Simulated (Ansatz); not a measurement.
## Litharge SnO

The numbers are results of LDA (plane waves, PAW; Ansatz, a quantum-chemistry and plane-wave program), not measurements.

Settings: plane-wave cutoff 520 eV, 10×10×8 k mesh (along the axes of the cell as run), Fermi–Dirac smearing 0.01 eV, scalar-relativistic PAW data made under PBE.

Cell (relaxed at this level):

```xyz
4
Lattice="3.7678 0.0000 0.0000 0.0000 3.7678 0.0000 0.0000 0.0000 4.6576" Properties=species:S:1:pos:R:3 pbc="T T T"
Sn     1.8839     0.0000     3.5142
Sn     0.0000     1.8839     1.1434
O      1.8839     1.8839     0.0000
O      0.0000     0.0000     0.0000
```

bulk modulus B0: 38.7 GPa
band gap: none

Measured, for comparison: band gap 0.7 eV (temperature not stated, no zero-point or thermal correction; as tabulated in Waroquiers et al. (2013), arXiv:1302.6756); bulk modulus 35 ± 1 GPa (temperature not stated, no zero-point or thermal correction, equation of state from high-pressure X-ray diffraction; as tabulated in Giefers, Porsch, Wortmann, Structural study of SnO at high pressure …). Computed (rounded) less measured: bulk modulus +11 %.

Note: the gap of the solid is closed in this run; this level leaves the solid without a gap, although one is measured; the bulk modulus comes from volumes at which shape and atoms were relaxed.

Spin–orbit coupling is not included; it can open a gap where bands touch, and shift volumes and moduli.

Computed values are for the static lattice.

The result took roughly 5 core-minutes.
